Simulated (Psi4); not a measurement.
# PNH4 (SMILES N=[PH3]) at BCCD(T)/cc-pwCVDZ, part 2 of 2

Psi4 1.11.

## (3) The distorted shape at the same level

Input file h4np.sdf:

```

     RDKit          3D

  6  5  0  0  0  0  0  0  0  0999 V2000
    0.9229   -1.0877    1.2479 N   0  0  0  0  0  0  0  0  0  0  0  0
   -0.1568    0.2251   -0.0815 P   0  0  0  0  0  5  0  0  0  0  0  0
    1.3437   -1.8943    0.8136 H   0  0  0  0  0  0  0  0  0  0  0  0
   -1.2997   -0.1796   -0.7813 H   0  0  0  0  0  0  0  0  0  0  0  0
    0.4653    0.9308   -1.1183 H   0  0  0  0  0  0  0  0  0  0  0  0
   -0.6585    1.2556    0.6793 H   0  0  0  0  0  0  0  0  0  0  0  0
  2  1  2  0
  3  1  1  0
  4  2  1  0
  5  2  1  0
  6  2  1  0
M  END
$$$$
```

Input file run.py:

```python
import numpy as np
from ase.calculators.psi4 import Psi4
from ase.io import read

atoms = read('h4np.sdf')
calc = Psi4(atoms=atoms, method='bccd(t)', basis='cc-pwCVDZ', memory='1600MB', num_threads=1, charge=0, multiplicity=1, label='calc', reference='rhf')
calc.psi4.set_options({'freeze_core': True, 'scf_type': 'pk'})
atoms.calc = calc

print(f'energy: {atoms.get_potential_energy():.6f} eV')
```

Command:

```console
$ python run.py
```

calc.dat:

```text
=> Loading Basis Set <=

    Name: CC-PWCVDZ
    Role: ORBITAL
    Keyword: BASIS

         ---------------------------------------------------------
                                   SCF
                              RHF Reference
                        1 Threads,   1525 MiB Core
         ---------------------------------------------------------

  ==> Geometry <==

    Molecular point group: c1
    Full point group: C1

    Geometry (in Angstrom), charge = 0, multiplicity = 1:

       Center              X                  Y                   Z               Mass
    ------------   -----------------  -----------------  -----------------  -----------------
         N            0.761367971905    -0.921491486566     0.951210650959    14.003074004430
         P           -0.318332028095     0.391308513434    -0.378189349041    30.973761998420
         H            1.182167971905    -1.728091486566     0.516910650959     1.007825032230
         H           -1.461232028095    -0.013391486566    -1.077989349041     1.007825032230
         H            0.303767971905     1.097008513434    -1.414989349041     1.007825032230
         H           -0.820032028095     1.421808513434     0.382610650959     1.007825032230

  Running in c1 symmetry.

  Rotational constants: A =      3.17916  B =      0.30032  C =      0.29607 [cm^-1]
  Rotational constants: A =  95308.74945  B =   9003.34753  C =   8875.91941 [MHz]
  Nuclear repulsion =   54.249717900996615

  Charge       = 0
  Multiplicity = 1
  Electrons    = 26
  Nalpha       = 13
  Nbeta        = 13

  ==> Algorithm <==

  SCF Algorithm Type is PK.
  DIIS enabled.
  MOM disabled.
  Fractional occupation disabled.
  Guess Type is SAD.
  Energy threshold   = 1.00e-08
  Density threshold  = 1.00e-08
  Integral threshold = 1.00e-12

  ==> Primary Basis <==

  Basis Set: CC-PWCVDZ
    Blend: CC-PWCVDZ
    Number of shells: 31
    Number of basis functions: 65
    Number of Cartesian functions: 68
    Spherical Harmonics?: true
    Max angular momentum: 2

  ==> Integral Setup <==

  Using in-core PK algorithm.
   Calculation information:
      Number of atoms:                   6
      Number of AO shells:              31
      Number of primitives:             97
      Number of atomic orbitals:        68
      Number of basis functions:        65

      Integral cutoff                 1.00e-12
      Number of threads:                 1

  Performing in-core PK
  Using 4603170 doubles for integral storage.
  We computed 120202 shell quartets total.
  Whereas there are 123256 unique shell quartets.

  ==> DiskJK: Disk-Based J/K Matrices <==

    J tasked:                  Yes
    K tasked:                  Yes
    wK tasked:                  No
    Memory [MiB]:             1144
    Schwarz Cutoff:          1E-12

  Minimum eigenvalue in the overlap matrix is 1.7452855679E-02.
  Reciprocal condition number of the overlap matrix is 4.4796342087E-03.
    Using symmetric orthogonalization.

  ==> Pre-Iterations <==

  SCF Guess: Superposition of Atomic Densities via on-the-fly atomic UHF (no occupation information).

   -------------------------
    Irrep   Nso     Nmo
   -------------------------
     A         65      65
   -------------------------
    Total      65      65
   -------------------------

  ==> Iterations <==

                        Total Energy        Delta E     RMS |[F,P]|

   @RHF iter SAD:  -396.46817213889392   -3.96468e+02   0.00000e+00
   @RHF iter   1:  -397.12771233113142   -6.59540e-01   8.94972e-03 DIIS/ADIIS
   @RHF iter   2:  -397.18836724528921   -6.06549e-02   8.54104e-03 DIIS/ADIIS
   @RHF iter   3:  -397.35593836262103   -1.67571e-01   9.98111e-04 DIIS/ADIIS
   @RHF iter   4:  -397.36412161027528   -8.18325e-03   4.93815e-04 DIIS/ADIIS
   @RHF iter   5:  -397.36645130190522   -2.32969e-03   2.20103e-04 DIIS/ADIIS
   @RHF iter   6:  -397.36715671443864   -7.05413e-04   8.09477e-05 DIIS
   @RHF iter   7:  -397.36723019352212   -7.34791e-05   2.94881e-05 DIIS
   @RHF iter   8:  -397.36724114515965   -1.09516e-05   1.11550e-05 DIIS
   @RHF iter   9:  -397.36724276543612   -1.62028e-06   2.85771e-06 DIIS
   @RHF iter  10:  -397.36724285786369   -9.24276e-08   4.27228e-07 DIIS
   @RHF iter  11:  -397.36724285909622   -1.23254e-09   7.40036e-08 DIIS
   @RHF iter  12:  -397.36724285912823   -3.20028e-11   1.86942e-08 DIIS
   @RHF iter  13:  -397.36724285913067   -2.44427e-12   6.36702e-09 DIIS
  Energy and wave function converged.

  ==> Post-Iterations <==

    Orbital Energies [Eh]
    ---------------------

    Doubly Occupied:

       1A    -80.002928     2A    -15.539203     3A     -7.541951
       4A     -5.437110     5A     -5.436973     6A     -5.435554
       7A     -1.003643     8A     -0.885033     9A     -0.582694
      10A     -0.566607    11A     -0.517446    12A     -0.372119
      13A     -0.345832

    Virtual:

      14A      0.130203    15A      0.160766    16A      0.174351
      17A      0.178299    18A      0.262786    19A      0.414666
      20A      0.421208    21A      0.505449    22A      0.553540
[... 13 lines of this table left out ...]
      62A     14.679667    63A     14.714914    64A     15.382247
      65A     16.798320

    Final Occupation by Irrep:
              A
    DOCC [    13 ]
    NA   [    13 ]
    NB   [    13 ]

  @RHF Final Energy:  -397.36724285913067

   => Energetics <=

    Nuclear Repulsion Energy =             54.2497179009966146
    One-Electron Energy =                -655.8997342408555369
    Two-Electron Energy =                 204.2827734807281956
    Total Energy =                       -397.3672428591306698

Computation Completed

[... 11 lines left out ...]
 Dipole X            :         -0.1131276           -0.4549189           -0.5680466
[... 1 line left out ...]
 Dipole Z            :          0.0869644           -1.1486191           -1.0616548
[... 82 lines left out ...]
	Frozen core energy     =   -414.12968385743335
[... 11 lines left out ...]
	SCF energy                   =   -397.36724285913067
[... 1 line left out ...]
	Two-electron energy          =     28.94052935676010
[... 21 lines left out ...]
    R_Convergence   =     1.0e-07
[... 29 lines left out ...]
    Iterations converged.
[... 29 lines left out ...]
    Same-spin MP2 correlation energy          =   -0.062236647629119
[... 1 line left out ...]
    MP2 correlation energy                    =   -0.295989716009307
[... 2 lines left out ...]
    Opposite-spin CCSD correlation energy     =   -0.278182478741530
[... 1 line left out ...]
    Singles CCSD correlation energy           =    0.000000000000000
[... 1 line left out ...]
      * CCSD total energy                     = -397.706491687191772
[... 59 lines left out ...]
	Frozen core energy     =   -414.12968385743335
[... 11 lines left out ...]
	SCF energy                   =   -397.36724285913067
[... 1 line left out ...]
	Two-electron energy          =     29.00468583720873
[... 21 lines left out ...]
    R_Convergence   =     1.0e-07
[... 32 lines left out ...]
    Iterations converged.
[... 29 lines left out ...]
    Same-spin MP2 correlation energy          =   -0.069685326150229
[... 1 line left out ...]
    MP2 correlation energy                    =   -0.323699440040817
[... 2 lines left out ...]
    Opposite-spin CCSD correlation energy     =   -0.284659654939887
[... 1 line left out ...]
    Singles CCSD correlation energy           =    0.000000000000000
[... 1 line left out ...]
      * CCSD total energy                     = -397.704787411894813
[... 59 lines left out ...]
	Frozen core energy     =   -414.12968385743335
[... 11 lines left out ...]
	SCF energy                   =   -397.70649168719177
[... 1 line left out ...]
	Two-electron energy          =     29.00258311246489
[... 21 lines left out ...]
    R_Convergence   =     1.0e-07
[... 32 lines left out ...]
    Iterations converged.
[... 29 lines left out ...]
    Same-spin MP2 correlation energy          =   -0.070101934212504
[... 1 line left out ...]
    MP2 correlation energy                    =   -0.325330579783757
[... 2 lines left out ...]
    Opposite-spin CCSD correlation energy     =   -0.284970848564697
[... 1 line left out ...]
    Singles CCSD correlation energy           =    0.000000000000000
[... 1 line left out ...]
      * CCSD total energy                     = -397.704707638921320
[... 1 line left out ...]
    Rotating orbitals.  Maximum T1 =  0.000399176457
Brueckner convergence check: False

	Wfn Parameters:
	--------------------
	Wavefunction         = BCCD_T
	Number of irreps     = 1
	Number of MOs        = 65
	Number of active MOs = 59
	AO-Basis             = NONE
	Semicanonical        = false
	Reference            = RHF
	Print Level          = 1

	IRREP	# MOs	# FZDC	# DOCC	# SOCC	# VIRT	# FZVR
	-----	-----	------	------	------	------	------
	 A	   65	    6	    7	    0	    52	    0
	Transforming integrals...
	IWL integrals will be retained.
	(OO|OO)...
	Presorting SO-basis two-electron integrals.
	Sorting File: SO Ints (nn|nn) nbuckets = 1
	Constructing frozen core operators
	Starting first half-transformation.
	Sorting half-transformed integrals.
	First half integral transformation complete.
	Starting second half-transformation.
	Two-electron integral transformation complete.
	(OO|OV)...
	Starting second half-transformation.
	Two-electron integral transformation complete.
	(OO|VV)...
	Starting second half-transformation.
	Two-electron integral transformation complete.
	(OV|OO)...
	Starting first half-transformation.
	Sorting half-transformed integrals.
	First half integral transformation complete.
	Starting second half-transformation.
	Two-electron integral transformation complete.
	(OV|OV)...
	Starting second half-transformation.
	Two-electron integral transformation complete.
	(OV|VV)...
	Starting second half-transformation.
	Two-electron integral transformation complete.
	(VV|OO)...
	Starting first half-transformation.
	Sorting half-transformed integrals.
	First half integral transformation complete.
	Starting second half-transformation.
	Two-electron integral transformation complete.
	(VV|OV)...
	Starting second half-transformation.
	Two-electron integral transformation complete.
	(VV|VV)...
	Starting second half-transformation.
	Two-electron integral transformation complete.
	Frozen core energy     =   -414.12968385743335

	Size of irrep 0 of <ab|cd> integrals:      7.312 (MW) /     58.493 (MB)
	Total:                                     7.312 (MW) /     58.493 (MB)

	Size of irrep 0 of <ia|bc> integrals:      0.984 (MW) /      7.874 (MB)
	Total:                                     0.984 (MW) /      7.874 (MB)

	Size of irrep 0 of tijab amplitudes:       0.132 (MW) /      1.060 (MB)
	Total:                                     0.132 (MW) /      1.060 (MB)

	Nuclear Rep. energy          =     54.24971790099661
	SCF energy                   =   -397.70478741189481
	One-electron energy          =    -66.48015996886198
	Two-electron energy          =     29.00346766530301
	Reference energy             =   -397.35665825999570

	total time  =          1 seconds =       0.02 minutes
            **************************
            *                        *
            *        CCENERGY        *
            *                        *
            **************************

    Nuclear Rep. energy (wfn)     =   54.249717900996615
    SCF energy          (wfn)     = -397.704707638921320
    Reference energy    (file100) = -397.356658259995697

    Input parameters:
    -----------------
    Wave function   =     BCCD_T
    Reference wfn   =     RHF
    Brueckner       =     Yes
    Brueckner conv. =     5.0e-05
    Memory (Mbytes) =     1600.0
    Maxiter         =     50
    R_Convergence   =     1.0e-07
    E_Convergence   =     1.0e-06
    Restart         =     Yes
    DIIS            =     Yes
    AO Basis        =     NONE
    ABCD            =     NEW
    Cache Level     =     2
    Cache Type      =     LOW
    Print Level     =     1
    Num. of threads =     1
    # Amps to Print =     10
    Print MP2 Amps? =     No
    Analyze T2 Amps =     No
    Print Pair Ener =     No
    Local CC        =     No
    SCS-MP2         =     False
    SCSN-MP2        =     False
    SCS-CCSD        =     False

    Using old T1 amplitudes.
    Using old T2 amplitudes.

MP2 correlation energy -0.3254908944263387
                Solving CC Amplitude Equations
                ------------------------------
  Iter             Energy              RMS        T1Diag      D1Diag    New D1Diag    D2Diag
  ----     ---------------------    ---------   ----------  ----------  ----------   --------
     0        -0.348004770256539    0.000e+00    0.000156    0.000431    0.000431    0.192992
     1        -0.348068624877256    1.136e-03    0.000067    0.000190    0.000190    0.193041
     2        -0.348027973143486    2.741e-04    0.000061    0.000182    0.000182    0.192997
[... 10 lines of this table left out ...]
    13        -0.348040816629541    9.732e-08    0.000014    0.000044    0.000044    0.192987

    Iterations converged.

    Largest TIA Amplitudes:
              5   0         0.0000298080
              6   2        -0.0000190852
              5   7         0.0000168065
              5   3         0.0000132089
              4   0        -0.0000116443
              5   4        -0.0000100665
              3   2         0.0000099139
              1   0        -0.0000085207
              4   7        -0.0000074100
              5  14         0.0000070712

    Largest TIjAb Amplitudes:
      5   5   0   0        -0.0934082417
      6   6   0   0        -0.0518235203
      5   6   0   2        -0.0465415060
      6   5   2   0        -0.0465415060
      6   6  16  16        -0.0384620729
      3   3   2   2        -0.0371889359
      5   5   0   1        -0.0276177703
      5   5   1   0        -0.0276177703
      6   6   2   2        -0.0270248975
      3   3   6   6        -0.0269229224

    SCF energy       (wfn)                    = -397.704707638921320
    Reference energy (file100)                = -397.356658259995697

    Opposite-spin MP2 correlation energy      =   -0.249132872072775
    Same-spin MP2 correlation energy          =   -0.070138202459691
    Singles MP2 correlation energy            =   -0.006219819893872
    MP2 correlation energy                    =   -0.325490894426339
      * MP2 total energy                      = -397.682149154422063

    Opposite-spin CCSD correlation energy     =   -0.284997818059499
    Same-spin CCSD correlation energy         =   -0.063044912311551
    Singles CCSD correlation energy           =    0.000000000000000
    CCSD correlation energy                   =   -0.348040816629541
      * CCSD total energy                     = -397.704699076625218

    Brueckner orbitals converged.  Maximum T1 =  0.000029807979
Brueckner convergence check: True
            **************************
            *                        *
            *        CCTRIPLES       *
            *                        *
            **************************

    Wave function   =    BCCD_T
    Reference wfn   =      RHF

    Nuclear Rep. energy (wfn)                =   54.249717900996615
    SCF energy          (wfn)                = -397.704707638921320
    Reference energy    (file100)            = -397.356658259995697
    CCSD energy         (file100)            =   -0.348040816629541
    Total CCSD energy   (file100)            = -397.704699076625218

    Number of ijk index combinations:               84
    Approx. words needed per explicit thread:          562432
    Number of threads for explicit ijk threading:    1

    MKL num_threads set to 1 for explicit threading.

    (T) energy                                =   -0.013982231859649
      * CCSD(T) total energy                  = -397.718681308484861
```

On the terminal:

```text
energy: -10822.476566 eV
```

Run time: 16 s. Hardware: 1 thread of Intel Xeon Platinum 8375C at 2.90GHz (Ice Lake), shared host; peak memory 0.35 GiB.

## (4) Outcome

What follows sums up all 2 parts.

Level: BCCD(T)/cc-pwCVDZ, 6 core orbitals frozen.

| quantity | value |
| --- | --- |
| first shape: total energy | -397.81359 Eh |
| first shape: HOMO energy (Hartree–Fock orbitals) | -9.71 eV |
| first shape: LUMO energy (Hartree–Fock orbitals) | 4.47 eV |
| first shape: HOMO–LUMO gap (Hartree–Fock orbitals) | 14.18 eV |
| first shape: correlation energy (6 core orbitals frozen) | -348.9 mEh |
| distorted shape: total energy | -397.71868 Eh |
| distorted shape: HOMO energy (Hartree–Fock orbitals) | -9.41 eV |
| distorted shape: LUMO energy (Hartree–Fock orbitals) | 3.54 eV |
| distorted shape: HOMO–LUMO gap (Hartree–Fock orbitals) | 12.95 eV |
| distorted shape: correlation energy (6 core orbitals frozen) | -351.4 mEh |
| energy change with the N1–P2 bond stretched from 1.541 to 2.158 Å | 2.583 eV |

**Reading.** With the N1–P2 bond stretched from 1.541 to 2.158 Å the energy rises by 2.58 eV (60 kcal/mol). The first shape isn't relaxed at this level, so the change isn't measured from a minimum.
